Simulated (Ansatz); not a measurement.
**CH₂B+ (quintet): wave-function methods side by side, def2-TZVPP**

An exercise on one series of results from a longer session: the logs are not shown, and one member is left open.

Program: Ansatz 0.2.0, Gaussian basis. Level of theory: def2-TZVPP, core rule «outside noble gas», up to 2 orbitals frozen. These are calculated values, not measurements.

To be run: UHF; ROHF; CCSD(T) on UHF.

## The geometry

The geometry is a PBE0/def2-TZVP stationary point (not a proven minimum) of the parent state, kept for this charge and spin.

4 atoms, charge 1, spin multiplicity 5.

Atoms are counted from 1 here; the program's logs count them from 0.

Bond lengths: B1–C2 1.527 Å, B1–H3 1.203 Å, C2–H4 1.092 Å. Angles: C2–B1–H3 121.6°, B1–C2–H4 134.8°.

The first run:

Contents of in.yaml:

```yaml
crystal:
  periodic: [false, false, false]
  atoms:
    - {symbol: B, position_ang: [0.000000, -0.104832, 0.802428]}
    - {symbol: C, position_ang: [0.000000, -0.044574, -0.723222]}
    - {symbol: H, position_ang: [0.000000, 0.894880, 1.472485]}
    - {symbol: H, position_ang: [0.000000, 0.760676, -1.461216]}
basis:
  gaussian: {orbitals: def2-TZVPP}
total_charge: 1
magnetization: {spin_polarized: true, initial_magnetization: 4}
hamiltonian: {xc: hf}
output: {orbitals: {seedname: orbitals}}
```

On the command line:

```sh
ansatz run in.yaml --threads 1 --pin off --events-out ev --progress --plain --max-ram 2560MiB --backend cpu
```

Among the steps run: UHF; ROHF; CCSD(T) on UHF.

One of the session's tables, all rows but one given; the rest of the session is left out.

| method | from UCCSD(T) (kJ/mol) |
| --- | --- |
| ROHF | +495.3 |
| UHF | +481.5 |
| UMP2 | +95.8 |
| UCCSD | ? |
| UCCSD(T) | 0 |

**Question.** Estimate the row for UCCSD.

**Answer.** from UCCSD(T) (kJ/mol): +19.6. In the column «from UCCSD(T) (kJ/mol)» it lies between UCCSD(T) (0) and UMP2 (+95.8).
